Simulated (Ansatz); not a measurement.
Lattice parameter a (Å) of 28 elemental solids other than molecular ones, computed with PBE (Ansatz, a first-principles code, plane waves, PAW) and with PBE0 (PAW; Ansatz). The set holds measured phases with no doubt noted on the run or the magnetic state but for the caveats below. 20 more of the class have both values but aren't in it, for one of these reasons: built or high-temperature cells, doubts on the run or the magnetic state, unlike cells, values of zero, layered or molecular crystals, cells that aren't cubic. Solids without a value at one level (not run, failed, or a magnetic order lost), or held back for tests, aren't counted.

All rows, in order of the shift (worked out from unrounded values):

```json
[
 {"solid": "grey tin (α-Sn)", "PBE": "6.655", "PBE0": "6.544", "shift (%)": "-1.67"},
 {"solid": "diamond-structure Ge", "PBE": "5.761", "PBE0": "5.678", "shift (%)": "-1.44"},
 {"solid": "fcc Rh", "PBE": "3.830", "PBE0": "3.781", "shift (%)": "-1.28"},
 {"solid": "bcc V", "PBE": "2.997", "PBE0": "2.962", "shift (%)": "-1.17"},
 {"solid": "fcc Ir", "PBE": "3.871", "PBE0": "3.826", "shift (%)": "-1.16"},
 {"solid": "fcc Pt", "PBE": "3.970", "PBE0": "3.927", "shift (%)": "-1.10"},
 {"solid": "fcc Pb", "PBE": "5.040", "PBE0": "4.999", "shift (%)": "-0.81"},
 {"solid": "fcc Pd", "PBE": "3.943", "PBE0": "3.911", "shift (%)": "-0.80"},
 {"solid": "diamond", "PBE": "3.572", "PBE0": "3.545", "shift (%)": "-0.74"},
 {"solid": "bcc Mo", "PBE": "3.161", "PBE0": "3.138", "shift (%)": "-0.73"},
 {"solid": "fcc Au", "PBE": "4.158", "PBE0": "4.129", "shift (%)": "-0.70"},
 {"solid": "fcc Al", "PBE": "4.040", "PBE0": "4.013", "shift (%)": "-0.67"},
 {"solid": "diamond-structure Si", "PBE": "5.470", "PBE0": "5.436", "shift (%)": "-0.62"},
 {"solid": "bcc W", "PBE": "3.184", "PBE0": "3.165", "shift (%)": "-0.59"},
 {"solid": "bcc Nb", "PBE": "3.310", "PBE0": "3.301", "shift (%)": "-0.28"},
 {"solid": "bcc Ta", "PBE": "3.319", "PBE0": "3.310", "shift (%)": "-0.26"},
 {"solid": "fcc Ag", "PBE": "4.147", "PBE0": "4.137", "shift (%)": "-0.26"},
 {"solid": "fcc Ni", "PBE": "3.519", "PBE0": "3.511", "shift (%)": "-0.22"},
 {"solid": "fcc Cu", "PBE": "3.629", "PBE0": "3.631", "shift (%)": "+0.04"},
 {"solid": "bcc Na", "PBE": "4.197", "PBE0": "4.226", "shift (%)": "+0.70"},
 {"solid": "bcc Li", "PBE": "3.435", "PBE0": "3.464", "shift (%)": "+0.86"},
 {"solid": "fcc Ca", "PBE": "5.526", "PBE0": "5.581", "shift (%)": "+0.99"},
 {"solid": "bcc K", "PBE": "5.284", "PBE0": "5.336", "shift (%)": "+1.00"},
 {"solid": "bcc Rb", "PBE": "5.670", "PBE0": "5.734", "shift (%)": "+1.14"},
 {"solid": "fcc Sr", "PBE": "6.030", "PBE0": "6.120", "shift (%)": "+1.50"},
 {"solid": "bcc Cs", "PBE": "6.162", "PBE0": "6.270", "shift (%)": "+1.76"},
 {"solid": "bcc Ba", "PBE": "5.021", "PBE0": "5.137", "shift (%)": "+2.30"},
 {"solid": "bcc Fe", "PBE": "2.831", "PBE0": "2.910", "shift (%)": "+2.80"}
]
```

The shift from PBE to PBE0 has a median of -0.44 %, and eight in ten lie between -1.20 % and +1.58 %; PBE0 is the larger in 10 of 28.

Ansatz's runs of these crystals have no spin polarisation, but for bcc Fe, fcc Ni. Meta-GGA and hybrid levels favour moments, which can bear on fcc Pd, bcc Fe, bcc V, fcc Pt, fcc Rh, fcc Ni.

Density-functional runs with spin start from parallel moments for bcc Fe, parallel moments for fcc Ni.

Spin–orbit coupling is left out, also for the solids with elements from indium on (bcc Ta, fcc Pt, bcc Ba, grey tin (α-Sn), bcc W, fcc Ir, bcc Cs, fcc Pb, fcc Au); its size isn't shown.

Caveats: the gap of the solid is closed in this run (PBE: diamond-structure Ge). Ansatz's density-functional and Hartree–Fock values are scalar-relativistic unless marked +SOC, with PAW data made under PBE.
